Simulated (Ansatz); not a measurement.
**CH₂Al (quartet): wave-function methods side by side, 6-31G**

How much of the correlation energy of CH₂Al (quartet) does each wave-function method recover here?

Computed with Ansatz 0.2.0, Gaussian basis. Level: 6-31G, core rule «outside noble gas», up to 6 orbitals frozen.

Plan: UHF; CCSD(T) on ROHF; CCSD(T) on UHF; BCCD(T) on ROHF; CISD; CCSDT(Q) on ROHF; CCSDT(Q) on UHF; CISDTQ; CCSDTQ on ROHF; CCSDTQ on UHF; CASSCF and MRCISD+Q, 9 electrons in 10 orbitals; CASSCF and NEVPT4(SD), 9 electrons in 10 orbitals; CASSCF and NEVPT2, 9 electrons in 10 orbitals; Full CI.

3 further runs of the same task are left out: 3 set aside as unsound or not needed.

**1. The system**

The geometry is a PBE0/def2-TZVP stationary point (not a proven minimum).

4 atoms, charge 0, spin multiplicity 4.

Atoms are counted from 1 here; the program's logs count them from 0.

Bond lengths: Al1–C2 1.923 Å, Al1–H3 1.613 Å, C2–H4 1.088 Å. Angles: C2–Al1–H3 117.5°, Al1–C2–H4 152.8°.

**2. UHF**

Contents of in.yaml:

```yaml
crystal:
  periodic: [false, false, false]
  atoms:
    - {symbol: Al, position_ang: [0.000000, -0.074388, 0.613390]}
    - {symbol: C, position_ang: [0.000000, 0.010117, -1.308029]}
    - {symbol: H, position_ang: [0.000000, 1.321704, 1.420502]}
    - {symbol: H, position_ang: [0.000000, 0.549036, -2.253748]}
basis:
  gaussian: {orbitals: 6-31G}
magnetization: {spin_polarized: true, initial_magnetization: 3}
hamiltonian: {xc: hf}
output: {orbitals: {seedname: orbitals}}
```

Run with:

```bash
$ ansatz run in.yaml --threads 1 --pin off --events-out ev --progress --plain --max-ram 4096MiB --backend cpu
```

Further steps of the session: CCSD(T) on ROHF; CCSD(T) on UHF; BCCD(T) on ROHF; CISD; CCSDT(Q) on ROHF; CCSDT(Q) on UHF; CISDTQ; CCSDTQ on ROHF; CCSDTQ on UHF; CASSCF and MRCISD+Q, 9 electrons in 10 orbitals; CASSCF and NEVPT4(SD), 9 electrons in 10 orbitals; CASSCF and NEVPT2, 9 electrons in 10 orbitals; Full CI.

Q: Predict the results of all the runs planned. Wanted: FCI below the RHF energy; RMP2 from FCI; UMP2 from FCI; RCCSD from FCI; RCCSD(T) from FCI; UCCSD(T) from FCI; RCCSDT(Q) from FCI; UCCSDT(Q) from FCI; NEVPT2 valence from FCI.

**Answer**, as computed:

| quantity | value |
| --- | --- |
| FCI below the RHF energy | -2.8176 eV |
| RMP2 from FCI | +723.2 meV |
| UMP2 from FCI | +690.1 meV |
| RCCSD from FCI | +69.2 meV |
| RCCSD(T) from FCI | +20.3 meV |
| UCCSD(T) from FCI | +19.8 meV |
| RCCSDT(Q) from FCI | +0.5 meV |
| UCCSDT(Q) from FCI | -0.5 meV |
| NEVPT2 valence from FCI | +272.1 meV |
| NEVPT4(SD) valence from FCI | +56.4 meV |
| MRCISD+Q valence from FCI | +24.6 meV |
| levels within 1 kcal/mol (43 meV) | RCCSD(T), UCCSD(T), BCCD(T), RCCSDT, UCCSDT, CISDTQ, RCCSDT(Q), UCCSDT(Q), RCCSDTQ, UCCSDTQ, MRCISD+Q valence |
| T1 diagnostic | 0.025 |
| effectively unpaired electrons | 3.03 |

RCCSD(T) lands +20.3 meV from the yardstick (0.7 % of the correlation energy). One determinant dominates. Of the multireference levels listed MRCISD+Q valence comes nearest in total energy (+24.6 meV), which doesn't show that its space is the better one. These misses are within one basis, not against nature; the frozen cores of restricted and unrestricted runs differ, which can shift their rows.
